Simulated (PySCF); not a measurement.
These 2 structures share the formula [C3H7O]- (charge -1). Method: PySCF, PBE0-D3(BJ)/def2-SVP geometry optimisation, gas phase. One conformer each; no zero-point energy, no entropy. No frequencies were run at this level. Point groups hold within 0.08 Å.

Question: Order them by energy at this level, lowest first, and give relative energies in kcal/mol.
A. `CC(C)[O-]`
B. `[CH3:1][CH2:2][CH2:3][O-:4]` (charge -1) with C1–C2–C3–O4 -178°

Answer: A (0.0), B (4.1).

Neighbours under 5.0 kcal/mol apart (CC(C)[O-] and CCC[O-]) can change places with a better method, another conformer or zero-point energy.

| SMILES | E (Eh) | E rel (kcal/mol) | dipole about centre of mass (D) | point group | A, B, C (MHz) |
| --- | --- | --- | --- | --- | --- |
| CC(C)[O-] | -193.35829 | 0.0 | 2.85 | Cs | 9152, 8208, 4937 |
| CCC[O-] | -193.35174 | 4.1 | 5.05 | – | 27839, 3939, 3691 |

Question: How do the relative energies change in single points at PBE0/pcSseg-1 (no added dispersion term) on the same geometries?

Answer: 
```json
{"SMILES": "CC(C)[O-]", "PBE0-D3(BJ)/def2-SVP (kcal/mol)": "0.0", "PBE0/pcSseg-1 (kcal/mol)": "0.0", "shift": "0.0"}
{"SMILES": "CCC[O-]", "PBE0-D3(BJ)/def2-SVP (kcal/mol)": "4.1", "PBE0/pcSseg-1 (kcal/mol)": "5.5", "shift": "+1.4"}
```

Each column counts from its own lowest isomer. The order is unchanged; the largest shift is 1.4 kcal/mol.

Question: As an exercise, what shares would exp(−E/RT) give at 1000 K from these electronic energies alone (no entropy, no degeneracies)?

Answer: RT = 1.987 kcal/mol: CC(C)[O-] 88.8 %, CCC[O-] 11.2 %.
